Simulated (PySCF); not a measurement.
Assignment exercise: C$_{4}$H$_{8}$O$_{2}$

Bonds (- single, = double, # triple, : aromatic): C1-C2 1.525 Å, C2-C3 1.533 Å, C2-C4 1.513 Å, C4=O5 1.201 Å, C4-O6 1.341 Å. C1 carries H7, H8, H9; C2 carries H10; C3 carries H11, H12, H13; O6 carries H14.

[PySCF: GFN2-xTB structure; shielding tensors at PBE0/pcSseg-1 (GIAO); no relativistic terms; fast rotation and ring inversion assumed for equivalent nuclei; single conformer; isolated molecule]

Referencing at the same level of theory: 13C (σref 186.93) and 1H (σref 31.72) against TMS.

Task: Assign these signals to the numbered atoms. 13C{1H} NMR (computed): δ 182.5 (C), 36.4 (CH), 21.7 (CH3).

Result: 
```tsv
δ (ppm)	atoms	environment	reason
182.5	C4	carboxylic acid carbon	lone-pair donation from the attached heteroatom keeps it upfield of a ketone carbonyl
36.4	C2	sp3 CH α to a carbonyl	α to the electron-withdrawing carbonyl group
21.7	C1/C3	methyl carbon	saturated and bonded to C and H only
```

Task: Assign these signals to the numbered atoms. 1H NMR (400 MHz, computed): δ 5.97 (br s, 1H), 2.56 (sept, 1H), 1.25 (d, 6H).

Result: 
5.97 → H14, hydrogen on an acid hydroxyl oxygen: labile proton, position sensitive to the medium
2.56 → H10, hydrogen on an sp3 CH α to a carbonyl: α to C=O
1.25 → H7/H8/H9/H11/H12/H13, hydrogen on a methyl carbon

OH/NH shifts are gas-phase values; hydrogen bonding in solution moves them, usually downfield. Shifts are as computed. Against solution values, carbons near 30 ppm lie about +3 ppm off and those near 130 ppm about +5 ppm. Of 1211 compounds with measured shifts, 218 miss one by over three times the rms of a fit or turn the order of signals round; such compounds aren't used in these exercises. Hydrogen bonding in solution deshields acid and N–H amide carbonyl carbons by as much as 10 ppm beyond these values. Multiplicities follow the n + 1 count of equivalent neighbours, as no J values were calculated; m marks all less simple cases, F and P coupling included.
